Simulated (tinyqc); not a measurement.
Worked calculation: MP2 on RHF in the sto-3g basis, frozen core, for H2F+, spin multiplicity 1. One step of it, computed by the program tinyqc.

Task: Iteration 8 (converged): orbitals. Diagonalise F' = X^T F X, C = X C', fill 5 alpha and 5 beta electrons from the bottom; D = 2 C_occ C_occ^T. Each column has its largest component positive (the first on a tie).

converged F (hartree):
```
,1F 1s,1F 2s,1F 2px,1F 2py,1F 2pz,2H 1s,3H 1s
1F 1s,-26.632723,-6.793729,0.000000,0.000000,-0.024086,-1.380335,-1.380335
1F 2s,-6.793729,-3.674463,0.000000,0.000000,-0.132086,-1.364374,-1.364374
1F 2px,0.000000,0.000000,-1.064609,0.000000,0.000000,0.000000,0.000000
1F 2py,0.000000,0.000000,0.000000,-1.055294,0.000000,-0.586859,0.586859
1F 2pz,-0.024086,-0.132086,0.000000,0.000000,-1.055647,-0.420209,-0.420209
2H 1s,-1.380335,-1.364374,0.000000,-0.586859,-0.420209,-0.954986,-0.460178
3H 1s,-1.380335,-1.364374,0.000000,0.586859,-0.420209,-0.460178,-0.954986
```

X:
```
,1F 1s,1F 2s,1F 2px,1F 2py,1F 2pz,2H 1s,3H 1s
1F 1s,1.024133,-0.140500,0.000000,0.000000,-0.006806,0.019855,0.019855
1F 2s,-0.140500,1.199347,0.000000,0.000000,0.070858,-0.254745,-0.254745
1F 2px,0.000000,0.000000,1.000000,0.000000,0.000000,0.000000,0.000000
1F 2py,0.000000,0.000000,0.000000,1.095343,0.000000,-0.207121,0.207121
1F 2pz,-0.006806,0.070858,0.000000,0.000000,1.028340,-0.102250,-0.102250
2H 1s,0.019855,-0.254745,0.000000,-0.207121,-0.102250,1.162818,-0.091131
3H 1s,0.019855,-0.254745,0.000000,0.207121,-0.102250,-0.091131,1.162818
```

Give: F' = X^T F X; orbital energies; coefficients C; D after iteration 8.

Result:

F' = X^T F X (hartree):
```
,1,2,3,4,5,6,7
1,-26.1490,-3.4493,0.0000,0.0000,-0.0417,-0.2042,-0.2042
2,-3.4493,-2.2324,0.0000,0.0000,0.0403,-0.5585,-0.5585
3,0.0000,0.0000,-1.0646,0.0000,0.0000,0.0000,0.0000
4,0.0000,0.0000,0.0000,-0.7760,0.0000,-0.4885,0.4885
5,-0.0417,0.0403,0.0000,0.0000,-0.9655,-0.2812,-0.2812
6,-0.2042,-0.5585,0.0000,-0.4885,-0.2812,-0.3618,-0.1029
7,-0.2042,-0.5585,0.0000,0.4885,-0.2812,-0.1029,-0.3618
```

orbital energies (hartree): MO1 -26.6426, MO2 -2.0978, MO3 -1.2551, MO4 -1.0979, MO5 -1.0646, MO6 0.0265, MO7 0.2202

coefficients C:
```
,MO1,MO2,MO3,MO4,MO5,MO6,MO7
1F 1s,0.9946,-0.2483,0.0000,0.0679,0.0000,0.1183,0.0000
1F 2s,0.0239,0.9316,0.0000,-0.3428,0.0000,-0.7791,0.0000
1F 2px,0.0000,0.0000,0.0000,0.0000,1.0000,0.0000,0.0000
1F 2py,0.0000,0.0000,0.7332,0.0000,0.0000,0.0000,0.8649
1F 2pz,0.0027,0.1198,0.0000,0.8934,0.0000,-0.5205,0.0000
2H 1s,-0.0048,0.0880,0.3351,0.1821,0.0000,0.7804,-0.8467
3H 1s,-0.0048,0.0880,-0.3351,0.1821,0.0000,0.7804,0.8467
```

D after iteration 8:
```
,1F 1s,1F 2s,1F 2px,1F 2py,1F 2pz,2H 1s,3H 1s
1F 1s,2.1109,-0.4616,0.0000,0.0000,0.0672,-0.0285,-0.0285
1F 2s,-0.4616,1.9719,0.0000,0.0000,-0.3892,0.0389,0.0389
1F 2px,0.0000,0.0000,2.0000,0.0000,0.0000,0.0000,0.0000
1F 2py,0.0000,0.0000,0.0000,1.0751,0.0000,0.4913,-0.4913
1F 2pz,0.0672,-0.3892,0.0000,0.0000,1.6252,0.3465,0.3465
2H 1s,-0.0285,0.0389,0.0000,0.4913,0.3465,0.3064,-0.1427
3H 1s,-0.0285,0.0389,0.0000,-0.4913,0.3465,-0.1427,0.3064
```
